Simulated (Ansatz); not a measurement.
Ansatz (an electronic-structure program) job for carbon tetrachloride (CCl4), SMILES C(Cl)(Cl)(Cl)Cl, PBE/def2-SVPD. The structure is a stationary point at B3LYP-D3(BJ)/def2-SVP.

Ansatz 0.2 input:
```yaml
crystal:
  periodic: [false, false, false]
  atoms:
    - {symbol: Cl, position_ang: [1.03107866, 1.03107867, -1.03107866]}
    - {symbol: C, position_ang: [-0.00000000, -0.00000000, -0.00000000]}
    - {symbol: Cl, position_ang: [-1.03107867, 1.03107866, 1.03107867]}
    - {symbol: Cl, position_ang: [-1.03107866, -1.03107866, -1.03107867]}
    - {symbol: Cl, position_ang: [1.03107867, -1.03107867, 1.03107866]}
basis:
  gaussian:
    orbitals: def2-SVPD
hamiltonian:
  xc: {name: PBE}
```

It prints:

```
WARN ansatz: RAYON_NUM_THREADS=1 ignored (pool sized by the plan → 1); use --threads N
Functional definition: PBE
integrals: 0.09 GiB planned
1273 factors; their error is unknown
mean field: 0.45 GiB planned
mean field evaluation 1: about -51089.3202 eV, gradient 1.1e1 eV
mean field evaluation 2: about -51089.3618 eV, gradient 1.1e1 eV
mean field evaluation 4: about -51089.6393 eV, gradient 1.1e0 eV
mean field evaluation 8: about -51089.5889 eV, gradient 1.1e-1 eV
mean field -51089.58893990 eV, -1877.5077637741 hartree, gradient 2.3e-5 eV, S^2 0.000000; 0 other end points of the search recorded, 0 dependent functions left out
reference -51089.58898813 eV, -1877.5077655465 hartree; 37, 37 occupied and 91, 91 virtual orbitals, 1273 factors
Total energy: -51089.58898813 eV, -1877.5077655465 hartree
```

Self-consistency was reached.
